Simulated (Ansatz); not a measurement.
**AlH2− (singlet): PBE, r2SCAN, PBE0, B3LYP, wB97M-V, B2PLYP, RPA-PBE over vertical spin and charge gaps, aug-cc-pVDZ**

How well do these functionals follow the top wave-function level for AlH2− (singlet) over vertical spin and charge gaps?

Program: Ansatz 0.2.0, Gaussian basis. Level of theory: aug-cc-pVDZ, all electrons in the functionals, frozen cores in the correlation of double hybrids and RPA. These are calculated values, not measurements.

Plan: PBE, r2SCAN, PBE0, B3LYP, wB97M-V, B2PLYP, RPA-PBE, at charge -1, singlet; charge -1, triplet; charge 0, doublet.

4 further runs of the same task are left out: 4 set aside as unsound or not needed.

### 1 The geometry

The geometry is a PBE0/def2-TZVPD stationary point (not a proven minimum).

3 atoms, charge -1, spin multiplicity 1.

Atoms are counted from 1 here; the program's logs count them from 0.

Bond lengths: Al1–H2 1.697 Å, Al1–H3 1.697 Å. Angles: H2–Al1–H3 93.2°.

No dispersion term is added; wB97M-V holds VV10 nonlocal correlation. B3LYP takes the VWN-RPA correlation.

The geometry shown and the zero of energy belong to the point charge -1, singlet. The yardstick, FCI, and other wave-function levels (R restricted, U unrestricted, valence and pair active spaces) come from earlier runs.

### 2 PBE, charge -1, singlet

Input file in.yaml:

```yaml
crystal:
  periodic: [false, false, false]
  atoms:
    - {symbol: Al, position_ang: [0.000000, -0.081048, 0.000000]}
    - {symbol: H, position_ang: [0.000000, 1.084792, -1.232881]}
    - {symbol: H, position_ang: [0.000000, 1.084792, 1.232880]}
basis:
  gaussian: {orbitals: aug-cc-pVDZ}
total_charge: -1
magnetization: {spin_polarized: true, initial_magnetization: 0}
hamiltonian: {xc: {name: PBE}}
output: {orbitals: {seedname: orbitals}}
```

Command:

```console
$ ansatz run in.yaml --threads 1 --pin off --events-out ev --progress --plain --max-ram 4096MiB --backend cpu
```

After this run come: PBE, charge -1, triplet; PBE, charge 0, doublet; r2SCAN, charge -1, singlet; r2SCAN, charge -1, triplet; r2SCAN, charge 0, doublet; PBE0, charge -1, singlet; PBE0, charge -1, triplet; PBE0, charge 0, doublet; B3LYP, charge -1, singlet; B3LYP, charge -1, triplet; B3LYP, charge 0, doublet; wB97M-V, charge -1, singlet; wB97M-V, charge -1, triplet; wB97M-V, charge 0, doublet; B2PLYP, charge -1, singlet; B2PLYP, charge -1, triplet; B2PLYP, charge 0, doublet; RPA-PBE, charge -1, singlet; RPA-PBE, charge -1, triplet; RPA-PBE, charge 0, doublet.

**Question.** What will the summary of the whole plan be? Wanted: singlet to triplet, FCI; removing an electron; largest miss, PBE; largest miss, r2SCAN; largest miss, PBE0; largest miss, B3LYP; largest miss, wB97M-V; largest miss, B2PLYP; largest miss, RPA-PBE.

**Answer**, as computed:

| quantity | value |
| --- | --- |
| singlet to triplet, FCI | 0.823 eV |
| removing an electron (doublet), FCI | 1.326 eV |
| largest miss, PBE | -0.134 eV (singlet to triplet) |
| largest miss, r2SCAN | -0.252 eV (singlet to triplet) |
| largest miss, PBE0 | -0.139 eV (singlet to triplet) |
| largest miss, B3LYP | +0.076 eV (removing an electron (doublet)) |
| largest miss, wB97M-V | +0.206 eV (singlet to triplet) |
| largest miss, B2PLYP | -0.061 eV (removing an electron (doublet)) |
| largest miss, RPA-PBE | +0.186 eV (removing an electron (doublet)) |
| largest miss, RCCSD(T) | -0.008 eV (removing an electron (doublet)) |
| largest miss, UCCSD(T) | -0.016 eV (removing an electron (doublet)) |

What this shows: Of the functionals, B2PLYP keep the smallest largest miss at the points compared (at most 0.061 eV) and r2SCAN strays most (0.252 eV, at singlet to triplet). Functionals and the yardstick converge differently with the basis, so part of each miss in aug-cc-pVDZ is the basis.
